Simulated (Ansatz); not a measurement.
One change: `N[SiH2]P` becomes `N[SiH3]`.

Ansatz, PBE0-D4/def2-TZVP geometries, multiplicity 1. Each molecule was computed in one conformer, which needn't be the lowest.

```json
{"property": "LUMO energy (PBE/def2-TZVPP) / eV", "`N[SiH2]P`": "-0.70"}
{"property": "HOMO–LUMO gap (PBE/def2-TZVPP) / eV", "`N[SiH2]P`": "5.18"}
{"property": "HOMO energy (B3LYP/def2-TZVPP) / eV", "`N[SiH2]P`": "-6.90"}
{"property": "HOMO–LUMO gap (B3LYP/def2-TZVPP) / eV", "`N[SiH2]P`": "6.81"}
{"property": "HOMO energy (PBE0/def2-TZVPP) / eV", "`N[SiH2]P`": "-7.11"}
{"property": "size of the dipole moment (PBE/def2-TZVPP) / D", "`N[SiH2]P`": "1.74"}
```

Give the same properties after the change, and the shifts. (An estimate is asked.)

The calculation gave: 
```csv
property,`N[SiH3]`,shift
LUMO energy (PBE/def2-TZVPP) / eV,-0.49,0.21
HOMO–LUMO gap (PBE/def2-TZVPP) / eV,5.51,0.33
HOMO energy (B3LYP/def2-TZVPP) / eV,-7.19,-0.29
HOMO–LUMO gap (B3LYP/def2-TZVPP) / eV,7.25,0.44
HOMO energy (PBE0/def2-TZVPP) / eV,-7.42,-0.31
size of the dipole moment (PBE/def2-TZVPP) / D,1.36,-0.38
```

With PBE0 the HOMO falls by 0.31 eV and the LUMO rises by 0.19 eV, so the gap widens by about 0.50 eV. PBE moves the HOMO by -0.12 eV and ωB97M-V by -0.54 eV. The zero-point energy changes by -26.4 kJ/mol with -6 modes. Dipoles are sizes alone; their direction can turn.

B3LYP here is the variant with VWN-RPA as its local correlation; programs differ in this.
